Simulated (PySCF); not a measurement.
One molecule, many functionals

Compound: CH2Cl2.
SMILES: `ClCCl`

Linear-response calculations in the def2-SVPD basis (PySCF; singlets by full response, triplets Tamm–Dancoff, core orbitals frozen in the response; HF means time-dependent Hartree–Fock). 'Strongest' is the level of largest summed f among the singlets computed (10 roots, of which the last may lack a degenerate partner); it can jump between rows when another state enters that window. S1 is the lowest singlet of each run and needn't be the same state throughout; f(S1) is that of one state. Geometry: PBE0-D3(BJ)/def2-SVP; no solvent, vibrations or thermal averaging.

```csv
functional,kind,S1 (eV),f(S1),strongest (eV),T1 (eV),HOMO (eV),gap (eV),"ionisation energy, ΔSCF (eV)"
PBE0,"global hybrid, 25% exact exchange",6.84,0.001,8.49,6.25,-8.82,8.48,11.18
BHandHLYP,"global hybrid, 50% exact exchange",7.26,0.001,8.90,6.59,-10.12,10.70,11.49
CAM-B3LYP,range-separated hybrid,6.98,0.001,8.57,6.36,-10.22,10.90,11.41
wB97X-D,range-separated hybrid,7.04,0.001,8.60,6.46,-10.73,12.18,11.39
LC-wPBE,range-separated hybrid,7.27,0.000,8.99,6.54,-11.66,13.54,11.73
```

S1 runs from 6.84 eV (PBE0) to 7.27 eV (LC-wPBE), a spread of 0.43 eV, while the orbital gap spreads over 5.1 eV. −ε(HOMO) comes closest to its own ΔSCF ionisation energy with LC-wPBE (-0.07 eV) and misses most with PBE0 (-2.36 eV).
